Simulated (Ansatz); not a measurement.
Geometry optimisation, Ansatz 0.2.0, RKS B3LYP-D4/cc-pVDZ.

Input:

```yaml
crystal:
  periodic: [false, false, false]
  atoms:
    - { symbol: B, position_ang: [0.342014, 0.0, 0.045424] }
    - { symbol: Cl, position_ang: [0.744885, 0.0, 1.816596] }
    - { symbol: H, position_ang: [1.258694, 0.0, -0.71235] }
    - { symbol: F, position_ang: [-0.921893, 0.0, -0.327671] }
basis:
  gaussian: { orbitals: cc-pVDZ }
hamiltonian:
  xc: b3lyp
  dispersion: d4
relax:
  f_tol: 0.03
  max_steps: 50
output:
  orbitals: {}
```

Command:

```bash
$ ansatz run input.yaml --threads 1 --pin off --max-ram 2048MiB --backend cpu --events-out ev --progress --plain --runs-dir out
```

Problem. Where does it end, and by what steps?

Solution. The run converged. After 3 steps the energy has fallen by 0.040 eV; B1 moved furthest, 0.03 Å.

| step | energy less start (eV) | largest force component (eV/Å) | accepted |
| --- | --- | --- | --- |
| 0 | 0.0000 | 1.251 | yes |
| 1 | -0.0276 | 0.790 | yes |
| 2 | -0.0401 | 0.091 | yes |
| 3 | -0.0405 | 0.016 | yes |

```xyz
4
Properties=species:S:1:pos:R:3
B 0.363 0.000 0.073
Cl 0.717 0.000 1.797
H 1.248 0.000 -0.735
F -0.904 0.000 -0.312
```

Time of the run: 2.7 s on 1 thread of AMD EPYC 9R45 96-Core Processor (Zen 5) (shared host), peak memory 0.14 GiB.
